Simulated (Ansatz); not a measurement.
# C4H6 (1-butyne): from total energies to a heat of formation

The species is C4H6 (10 atoms), meant as a singlet with charge 0. As SMILES, `C#CCC`. Geometry: relaxed at PBE0-D4/def2-TZVP.

Total energies at PBE0/cc-pVDZ (Ansatz 0.2.0); the atoms run unrestricted:

```tsv
species	state	energy (Eh)
C4H6	singlet	-155.774647
C	triplet	-37.799013
H	doublet	-0.500290
```

Harmonic wavenumbers at PBE0-D4/def2-TZVP, in cm⁻¹: 203, 222, 368, 527, 670, 677, 785, 863, 1044, 1092, 1104, 1285, 1347, 1404, 1467, 1487, 1497, 2239, 3047, 3060, 3079, 3138, 3143, 3484.

Measured heats of formation of the gaseous atoms at 298.15 K, in kJ/mol: C 716.9, H 218.0. Spin-orbit lowering of the atoms at 298 K (mean of the ground term's levels less their thermal mean, from spectra), in kJ/mol: C 0.02. Take 1 Eh = 2625.50 kJ/mol, 1 cm⁻¹ = 0.0119627 kJ/mol, RT = 2.479 kJ/mol.

Problem. What heat of formation follows?

Solution. 
1. Electronic atomisation energy: 4 × (-37.799013) + 6 × (-0.500290) − (-155.774647) = 1.576855 Eh = 4140.0 kJ/mol.
2. Zero-point energy: half the sum of the wavenumbers, 18616 cm⁻¹ = 222.7 kJ/mol.
3. Thermal vibrational enthalpy, Σ hcν̃/(exp(hcν̃/kT) − 1): 5.6 kJ/mol. Translation, rotation and pV of a non-linear molecule: 4 RT = 9.9 kJ/mol.
4. The 10 free atoms carry 5/2 RT each: 62.0 kJ/mol.
5. Spin-orbit coupling lowers the free atoms by 4 × 0.02 = 0.1 kJ/mol.
6. Atomisation enthalpy at 298 K: 4140.0 − 0.1 − 222.7 − 5.6 − 9.9 + 62.0 = 3963.7 kJ/mol.
7. Sum of the atoms' heats of formation: 4175.6 kJ/mol. Heat of formation: 4175.6 − 3963.7 = +211.9 kJ/mol.

The tabulated value is +165.4 kJ/mol (Active Thermochemical Tables), so this level is off by +46.5 kJ/mol, or 1.2 % of the atomisation enthalpy. Anharmonicity and any spin-orbit splitting of the molecule are left out.
